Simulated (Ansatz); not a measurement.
Ansatz (a quantum-chemistry and plane-wave program) input (HF/6-31G*):

Ansatz 0.2 input:
```yaml
crystal:
  periodic: [false, false, false]
  atoms:
    - {symbol: N, position_ang: [-0.00823953, -0.00851189, 1.40075802]}
    - {symbol: C, position_ang: [0.00807276, 0.00833960, -1.37240620]}
    - {symbol: C, position_ang: [-0.00941542, 1.12611872, 0.72439444]}
    - {symbol: C, position_ang: [0.00097382, -1.13483936, 0.71071654]}
    - {symbol: C, position_ang: [0.00938720, -1.18597357, -0.67344398]}
    - {symbol: C, position_ang: [-0.00154925, 1.19407061, -0.65904567]}
    - {symbol: H, position_ang: [0.01439857, 0.01487452, -2.44782422]}
    - {symbol: H, position_ang: [-0.01699673, 2.02783054, 1.31156699]}
    - {symbol: H, position_ang: [0.00171184, -2.04362069, 1.28693633]}
    - {symbol: H, position_ang: [0.01670567, -2.13248265, -1.18158167]}
    - {symbol: H, position_ang: [-0.00295737, 2.14668542, -1.15569441]}
basis:
  gaussian:
    orbitals: 6-31G*
hamiltonian:
  xc: {name: HF}
phonons: {temperatures: {t_min: 298.15, t_max: 298.15, t_step: 100}}
```

Output:

```
WARN ansatz: RAYON_NUM_THREADS=4 ignored (pool sized by the plan → 4); use --threads N
Functional definition: HF
integrals: 0.05 GiB planned
1155 factors; integrals over basis functions are off by at most 4.1e-4 eV
mean field: 0.31 GiB planned
mean field evaluation 1: about -6710.0908 eV, gradient 3.1e1 eV
mean field evaluation 2: about -6710.2105 eV, gradient 3.1e1 eV
mean field evaluation 4: about -6712.8734 eV, gradient 4.9e0 eV
mean field evaluation 8: about -6712.9352 eV, gradient 4.5e-4 eV
mean field -6712.93519537 eV, -246.6958182389 hartree, gradient 2.3e-5 eV, S^2 0.000000; 0 other end points of the search recorded, 0 dependent functions left out
the calculation of the forces begins
reference -6712.93519537 eV, -246.6958182389 hartree; 21, 21 occupied and 79, 79 virtual orbitals, 1155 factors
these checks for a lower state are left out or cut short: stability, starts, cluster_reference, orbital_swaps, neighbouring_geometries, increment
integrals: 0.05 GiB planned
1155 factors; integrals over basis functions are off by at most 4.1e-4 eV
mean field: 0.31 GiB planned
mean field evaluation 16: about -6712.9351 eV, gradient 6.6e-4 eV
mean field -6712.93505677 eV, -246.6958131455 hartree, gradient 4.0e-6 eV, S^2 0.000000; 0 other end points of the search recorded, 0 dependent functions left out
the calculation of the forces begins
reference -6712.93505677 eV, -246.6958131455 hartree; 21, 21 occupied and 79, 79 virtual orbitals, 1155 factors
these checks for a lower state are left out or cut short: stability, starts, cluster_reference, orbital_swaps, neighbouring_geometries, increment
integrals: 0.05 GiB planned
1155 factors; integrals over basis functions are off by at most 4.1e-4 eV
mean field: 0.31 GiB planned
mean field -6712.93505803 eV, -246.6958131919 hartree, gradient 4.0e-6 eV, S^2 0.000000; 0 other end points of the search recorded, 0 dependent functions left out
the calculation of the forces begins
reference -6712.93505803 eV, -246.6958131919 hartree; 21, 21 occupied and 79, 79 virtual orbitals, 1155 factors
these checks for a lower state are left out or cut short: stability, starts, cluster_reference, orbital_swaps, neighbouring_geometries, increment
integrals: 0.05 GiB planned
1155 factors; integrals over basis functions are off by at most 4.1e-4 eV
mean field: 0.31 GiB planned
mean field -6712.93501447 eV, -246.6958115909 hartree, gradient 3.0e-6 eV, S^2 0.000000; 0 other end points of the search recorded, 0 dependent functions left out
the calculation of the forces begins
reference -6712.93501447 eV, -246.6958115909 hartree; 21, 21 occupied and 79, 79 virtual orbitals, 1155 factors
these checks for a lower state are left out or cut short: stability, starts, cluster_reference, orbital_swaps, neighbouring_geometries, increment
integrals: 0.05 GiB planned
1155 factors; integrals over basis functions are off by at most 4.1e-4 eV
mean field: 0.31 GiB planned
mean field evaluation 32: about -6712.9349 eV, gradient 1.6e-1 eV
mean field -6712.93501447 eV, -246.6958115911 hartree, gradient 3.0e-6 eV, S^2 0.000000; 0 other end points of the search recorded, 0 dependent functions left out
the calculation of the forces begins
reference -6712.93501447 eV, -246.6958115911 hartree; 21, 21 occupied and 79, 79 virtual orbitals, 1155 factors
these checks for a lower state are left out or cut short: stability, starts, cluster_reference, orbital_swaps, neighbouring_geometries, increment
integrals: 0.05 GiB planned
1155 factors; integrals over basis functions are off by at most 4.1e-4 eV
mean field: 0.31 GiB planned
mean field -6712.93495704 eV, -246.6958094806 hartree, gradient 4.4e-6 eV, S^2 0.000000; 0 other end points of the search recorded, 0 dependent functions left out
the calculation of the forces begins
reference -6712.93495704 eV, -246.6958094806 hartree; 21, 21 occupied and 79, 79 virtual orbitals, 1155 factors
these checks for a lower state are left out or cut short: stability, starts, cluster_reference, orbital_swaps, neighbouring_geometries, increment
integrals: 0.05 GiB planned
1155 factors; integrals over basis functions are off by at most 4.1e-4 eV
mean field: 0.31 GiB planned
mean field -6712.93495741 eV, -246.6958094941 hartree, gradient 4.3e-6 eV, S^2 0.000000; 0 other end points of the search recorded, 0 dependent functions left out
the calculation of the forces begins
reference -6712.93495741 eV, -246.6958094941 hartree; 21, 21 occupied and 79, 79 virtual orbitals, 1155 factors
these checks for a lower state are left out or cut short: stability, starts, cluster_reference, orbital_swaps, neighbouring_geometries, increment
integrals: 0.05 GiB planned
1155 factors; integrals over basis functions are off by at most 4.1e-4 eV
mean field: 0.31 GiB planned
[...]
these checks for a lower state are left out or cut short: stability, starts, cluster_reference, orbital_swaps, neighbouring_geometries, increment
integrals: 0.05 GiB planned
1155 factors; integrals over basis functions are off by at most 4.1e-4 eV
mean field: 0.31 GiB planned
mean field -6712.93504367 eV, -246.6958126639 hartree, gradient 3.8e-6 eV, S^2 0.000000; 0 other end points of the search recorded, 0 dependent functions left out
the calculation of the forces begins
reference -6712.93504367 eV, -246.6958126639 hartree; 21, 21 occupied and 79, 79 virtual orbitals, 1155 factors
these checks for a lower state are left out or cut short: stability, starts, cluster_reference, orbital_swaps, neighbouring_geometries, increment
integrals: 0.05 GiB planned
1155 factors; integrals over basis functions are off by at most 4.1e-4 eV
mean field: 0.31 GiB planned
mean field -6712.93504285 eV, -246.6958126341 hartree, gradient 3.7e-6 eV, S^2 0.000000; 0 other end points of the search recorded, 0 dependent functions left out
the calculation of the forces begins
reference -6712.93504285 eV, -246.6958126341 hartree; 21, 21 occupied and 79, 79 virtual orbitals, 1155 factors
these checks for a lower state are left out or cut short: stability, starts, cluster_reference, orbital_swaps, neighbouring_geometries, increment
integrals: 0.05 GiB planned
1155 factors; integrals over basis functions are off by at most 4.1e-4 eV
mean field: 0.31 GiB planned
mean field -6712.93514395 eV, -246.6958163493 hartree, gradient 2.7e-6 eV, S^2 0.000000; 0 other end points of the search recorded, 0 dependent functions left out
the calculation of the forces begins
reference -6712.93514395 eV, -246.6958163493 hartree; 21, 21 occupied and 79, 79 virtual orbitals, 1155 factors
these checks for a lower state are left out or cut short: stability, starts, cluster_reference, orbital_swaps, neighbouring_geometries, increment
integrals: 0.05 GiB planned
1155 factors; integrals over basis functions are off by at most 4.1e-4 eV
mean field: 0.31 GiB planned
mean field evaluation 96: about -6712.9351 eV, gradient 7.2e-2 eV
mean field -6712.93514506 eV, -246.6958163902 hartree, gradient 2.8e-6 eV, S^2 0.000000; 0 other end points of the search recorded, 0 dependent functions left out
the calculation of the forces begins
reference -6712.93514506 eV, -246.6958163902 hartree; 21, 21 occupied and 79, 79 virtual orbitals, 1155 factors
these checks for a lower state are left out or cut short: stability, starts, cluster_reference, orbital_swaps, neighbouring_geometries, increment
integrals: 0.05 GiB planned
1155 factors; integrals over basis functions are off by at most 4.1e-4 eV
mean field: 0.31 GiB planned
mean field -6712.93514182 eV, -246.6958162709 hartree, gradient 3.0e-6 eV, S^2 0.000000; 0 other end points of the search recorded, 0 dependent functions left out
the calculation of the forces begins
reference -6712.93514182 eV, -246.6958162709 hartree; 21, 21 occupied and 79, 79 virtual orbitals, 1155 factors
these checks for a lower state are left out or cut short: stability, starts, cluster_reference, orbital_swaps, neighbouring_geometries, increment
integrals: 0.05 GiB planned
1155 factors; integrals over basis functions are off by at most 4.1e-4 eV
mean field: 0.31 GiB planned
mean field -6712.93514281 eV, -246.6958163076 hartree, gradient 3.0e-6 eV, S^2 0.000000; 0 other end points of the search recorded, 0 dependent functions left out
the calculation of the forces begins
reference -6712.93514281 eV, -246.6958163076 hartree; 21, 21 occupied and 79, 79 virtual orbitals, 1155 factors
these checks for a lower state are left out or cut short: stability, starts, cluster_reference, orbital_swaps, neighbouring_geometries, increment
integrals: 0.05 GiB planned
1155 factors; integrals over basis functions are off by at most 4.1e-4 eV
mean field: 0.31 GiB planned
mean field -6712.93514501 eV, -246.6958163883 hartree, gradient 1.9e-6 eV, S^2 0.000000; 0 other end points of the search recorded, 0 dependent functions left out
the calculation of the forces begins
reference -6712.93514501 eV, -246.6958163883 hartree; 21, 21 occupied and 79, 79 virtual orbitals, 1155 factors
these checks for a lower state are left out or cut short: stability, starts, cluster_reference, orbital_swaps, neighbouring_geometries, increment
integrals: 0.05 GiB planned
1155 factors; integrals over basis functions are off by at most 4.1e-4 eV
mean field: 0.31 GiB planned
mean field -6712.93514373 eV, -246.6958163411 hartree, gradient 2.0e-6 eV, S^2 0.000000; 0 other end points of the search recorded, 0 dependent functions left out
the calculation of the forces begins
reference -6712.93514373 eV, -246.6958163411 hartree; 21, 21 occupied and 79, 79 virtual orbitals, 1155 factors
these checks for a lower state are left out or cut short: stability, starts, cluster_reference, orbital_swaps, neighbouring_geometries, increment
integrals: 0.05 GiB planned
1155 factors; integrals over basis functions are off by at most 4.1e-4 eV
mean field: 0.31 GiB planned
mean field evaluation 128: about -6712.9351 eV, gradient 6.5e-2 eV
mean field -6712.93515259 eV, -246.6958166668 hartree, gradient 2.4e-6 eV, S^2 0.000000; 0 other end points of the search recorded, 0 dependent functions left out
the calculation of the forces begins
reference -6712.93515259 eV, -246.6958166668 hartree; 21, 21 occupied and 79, 79 virtual orbitals, 1155 factors
these checks for a lower state are left out or cut short: stability, starts, cluster_reference, orbital_swaps, neighbouring_geometries, increment
integrals: 0.05 GiB planned
1155 factors; integrals over basis functions are off by at most 4.1e-4 eV
mean field: 0.31 GiB planned
mean field -6712.93515137 eV, -246.6958166220 hartree, gradient 2.4e-6 eV, S^2 0.000000; 0 other end points of the search recorded, 0 dependent functions left out
the calculation of the forces begins
reference -6712.93515137 eV, -246.6958166220 hartree; 21, 21 occupied and 79, 79 virtual orbitals, 1155 factors
these checks for a lower state are left out or cut short: stability, starts, cluster_reference, orbital_swaps, neighbouring_geometries, increment
integrals: 0.05 GiB planned
1155 factors; integrals over basis functions are off by at most 4.1e-4 eV
mean field: 0.31 GiB planned
mean field -6712.93514028 eV, -246.6958162144 hartree, gradient 1.7e-6 eV, S^2 0.000000; 0 other end points of the search recorded, 0 dependent functions left out
the calculation of the forces begins
reference -6712.93514028 eV, -246.6958162144 hartree; 21, 21 occupied and 79, 79 virtual orbitals, 1155 factors
these checks for a lower state are left out or cut short: stability, starts, cluster_reference, orbital_swaps, neighbouring_geometries, increment
integrals: 0.05 GiB planned
1155 factors; integrals over basis functions are off by at most 4.1e-4 eV
mean field: 0.31 GiB planned
mean field -6712.93514138 eV, -246.6958162548 hartree, gradient 1.6e-6 eV, S^2 0.000000; 0 other end points of the search recorded, 0 dependent functions left out
the calculation of the forces begins
reference -6712.93514138 eV, -246.6958162548 hartree; 21, 21 occupied and 79, 79 virtual orbitals, 1155 factors
Total energy: -6712.93519537 eV, -246.6958182389 hartree
Atom 0 at    -0.008240    -0.008512     1.400758 Å, force    -0.000001    -0.000001     0.000176 eV/Å
Atom 1 at     0.008073     0.008340    -1.372406 Å, force    -0.000001    -0.000001     0.000191 eV/Å
Atom 2 at    -0.009415     1.126119     0.724394 Å, force    -0.000003     0.000921    -0.000166 eV/Å
Atom 3 at     0.000974    -1.134839     0.710717 Å, force     0.000005    -0.000918    -0.000177 eV/Å
Atom 4 at     0.009387    -1.185974    -0.673444 Å, force     0.000002    -0.000211    -0.000159 eV/Å
Atom 5 at    -0.001549     1.194071    -0.659046 Å, force    -0.000000     0.000213    -0.000157 eV/Å
Atom 6 at     0.014399     0.014875    -2.447824 Å, force    -0.000002    -0.000002     0.000408 eV/Å
Atom 7 at    -0.016997     2.027831     1.311567 Å, force     0.000001    -0.000385     0.000187 eV/Å
Atom 8 at     0.001712    -2.043621     1.286936 Å, force    -0.000003     0.000383     0.000191 eV/Å
Atom 9 at     0.016706    -2.132483    -1.181582 Å, force    -0.000000     0.000341    -0.000245 eV/Å
Atom 10 at    -0.002957     2.146685    -1.155694 Å, force     0.000003    -0.000338    -0.000249 eV/Å
Dipole moment:     0.002834     0.002927    -0.481725 e Å
Vibrations: 437.29 463.90 658.72 719.94 778.30 840.07 988.49 1075.21 1093.26 1123.05 1126.38 1133.10 1162.47 1182.28 1185.78 1314.38 1347.35 1509.54 1607.65 1661.02 1790.52 1800.45 3361.75 3363.14 3373.21 3390.34 3398.60 cm⁻¹, zero-point energy 2.596613 eV
```

The blocks after the first are displaced geometries, from whose forces the wavenumbers follow.
